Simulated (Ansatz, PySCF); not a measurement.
System: CH2NO, charge 0, doublet. CH2NO (SMILES N[C]=O, doublet).
B3LYP-D3(BJ)/def2-TZVP minimum from Ansatz (a program for electronic structure):
```xyz
5

O     -0.2249     1.1992    -0.0769
C     -0.4363     0.0284    -0.0099
N      0.4179    -0.9973     0.0683
H      0.0715    -1.9373     0.1188
H      1.4203    -0.8452     0.0780
```
Charge 0, spin multiplicity 2.

Atomisation energy term by term, kcal/mol (programs: Ansatz). Radicals and triplets start from unrestricted determinants; spin-orbit coupling is neglected. Cores are frozen in correlated methods. Rows without X2C or -DK are non-relativistic. CBS(X,Y): correlation extrapolated as X^-3, Hartree-Fock from the larger set (Q,5: extrapolated as (X+1)exp(-9√X)). A bracket is a step between two methods taken in the basis named. 'core' is core correlation in cc-pwCVTZ, 'X2C' scalar relativity in cc-pVTZ-DK, both at CCSD(T). Where a partner has so few electrons that a lower coupled-cluster level is exact, that level stands in.

| term | basis | kcal/mol |
|---|---|---|
| Hartree-Fock | CBS(cc-pVQZ,cc-pV5Z) | 298.17 |
| CCSD correlation | CBS(cc-pVQZ,cc-pV5Z) | 154.37 |
| (T) | CBS(cc-pVQZ,cc-pV5Z) | 13.02 |
| CCSDT(Q) - CCSD(T) | cc-pVDZ | 1.06 |
| core correlation | cc-pwCVTZ | 2.09 |
| scalar relativity | X2C, cc-pVTZ-DK | -0.60 |
| minus zero-point energy | Hessian by PySCF at B3LYP-D3(BJ)/def2-TZVP | -20.63 |
| sum: D0 |  | 447.5 |
